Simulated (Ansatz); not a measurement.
F2S (`FSF`), relaxed with RKS PBE-D4/def2-SVP in the Gaussian-basis code of Ansatz from a rough embedded geometry. The force threshold is 0.03 eV/Å; the program also tests the step.

The species carries charge 0 and has multiplicity 1.

Start:

```xyz
3

F    -0.180    0.156    1.253
S     0.607   -0.380   -0.072
F    -0.427    0.224   -1.181
```

```json
{"step": "1", "energy (eV)": "-16249.9202", "largest force (eV/Å)": "0.291", "largest move (Å)": "0.000"}
{"step": "2", "energy (eV)": "-16249.9281", "largest force (eV/Å)": "0.154", "largest move (Å)": "0.016"}
{"step": "3", "energy (eV)": "-16249.9310", "largest force (eV/Å)": "0.010", "largest move (Å)": "0.017"}
```

End:

```xyz
3

F    -0.169    0.150    1.284
S     0.591   -0.369   -0.070
F    -0.422    0.219   -1.214
```

Hardware: 4 threads of an Intel Xeon Platinum 8375C on a shared host. Wall time 0.95 s, peak host memory 0.11 GiB.
